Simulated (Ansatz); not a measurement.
Input file:

```yaml
crystal:
  periodic: [false, false, false]
  atoms:
    - {symbol: B, position_ang: [-0.191061, 0.000000, 0.000000]}
    - {symbol: H, position_ang: [-0.787794, 1.033571, 0.000000]}
    - {symbol: H, position_ang: [-0.787794, -1.033571, 0.000000]}
    - {symbol: H, position_ang: [1.366939, 0.000000, 0.000000]}
    - {symbol: H, position_ang: [2.257939, 0.000000, 0.000000]}
basis:
  gaussian: {orbitals: 6-31G}
magnetization: {spin_polarized: false, initial_magnetization: 1}
correlation: {method: fic_nevpt4_sd, electrons: outside_noble_gas, active_space: {window: {electrons: 3, orbitals: 7}, states: [{multiplicity: 2, weights: [1, 1, 0.5, 1]}]}}
```

```sh
$ ansatz run in.yaml --threads 1 --pin off --events-out ev --progress --plain --max-ram 2393MiB
```

(1) Roughly how long does this take on 1 thread of Intel Xeon Platinum 8488C, shared host, and how much host memory?

```
386 factors; integrals over basis functions are off by at most 1.4e-7 eV
mean field evaluation 1: about -729.4787 eV, gradient 8.9e0 eV
mean field evaluation 2: about -729.4746 eV, gradient 8.8e0 eV
mean field evaluation 4: about -730.0516 eV, gradient 6.5e-1 eV
mean field evaluation 8: about -730.0550 eV, gradient 5.1e-4 eV
mean field evaluation 16: about -729.9403 eV, gradient 1.2e0 eV
mean field -730.05502479 eV, -26.8290273119 hartree, gradient 1.6e-6 eV, S^2 0.750000; 2 other end points of the search recorded, 0 dependent functions left out
reference -730.05502479 eV, -26.8290273119 hartree; 5, 4 occupied and 12, 13 virtual orbitals, 386 factors
state -730.48445518 eV, -26.8448085878 hartree
state -729.16343412 eV, -26.7962619590 hartree
state -723.53372782 eV, -26.5893740687 hartree
state -723.19427338 eV, -26.5768993481 hartree
state -730.48445518 eV, -26.8448085878 hartree; corrected -732.43677868 eV, -26.9165551532 hartree
state -729.16343412 eV, -26.7962619590 hartree; corrected -731.40730557 eV, -26.8787227139 hartree
state -723.53372782 eV, -26.5893740687 hartree; corrected -726.36797005 eV, -26.6935305493 hartree
state -723.19427338 eV, -26.5768993481 hartree; corrected -725.34356555 eV, -26.6558843783 hartree
Total energy: -729.24903852 eV, -26.7994078629 hartree
```

Natural occupations, averaged over the states: 1.5527 0.8991 0.5221 0.0155 0.0043 0.0035 0.0028.

The total printed last is the weighted mean of the 4 states, 3.188 eV above the lowest of them, and is no single state's energy.

Results:

(1) 2.8 s wall and 0.14 GiB.
